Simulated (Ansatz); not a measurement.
One change: `CC(C)(F)F` becomes `CC(F)(F)Cl`.

Ansatz, PBE0-D4/def2-TZVP geometries, multiplicity 1. 

| property | `CC(C)(F)F` |
| --- | --- |
| HOMO–LUMO gap (PBE0/def2-TZVPP) / eV | 10.68 |
| size of the dipole moment (PBE/def2-TZVPP) / D | 2.18 |
| LUMO energy (ωB97M-V/def2-TZVPP) / eV | 2.60 |
| HOMO–LUMO gap (B3LYP/def2-TZVPP) / eV | 10.10 |
| HOMO–LUMO gap (ωB97M-V/def2-TZVPP) / eV | 14.48 |
| HOMO–LUMO gap (PBE/def2-TZVPP) / eV | 8.17 |

Give the same properties after the change, and the shifts. (Best estimate.)

Computed: 
```tsv
property	`CC(F)(F)Cl`	shift
HOMO–LUMO gap (PBE0/def2-TZVPP) / eV	9.81	-0.87
size of the dipole moment (PBE/def2-TZVPP) / D	2.06	-0.12
LUMO energy (ωB97M-V/def2-TZVPP) / eV	2.75	0.15
HOMO–LUMO gap (B3LYP/def2-TZVPP) / eV	9.20	-0.90
HOMO–LUMO gap (ωB97M-V/def2-TZVPP) / eV	14.39	-0.09
HOMO–LUMO gap (PBE/def2-TZVPP) / eV	7.15	-1.02
```

With PBE0 the HOMO rises by 0.17 eV and the LUMO falls by 0.71 eV, so the gap narrows by about 0.88 eV. PBE moves the HOMO by -0.06 eV and ωB97M-V by 0.25 eV. The zero-point energy changes by -97.4 kJ/mol with -9 modes. Dipoles are sizes alone; their direction can turn.

B3LYP here is the variant with VWN-RPA as its local correlation; programs differ in this.
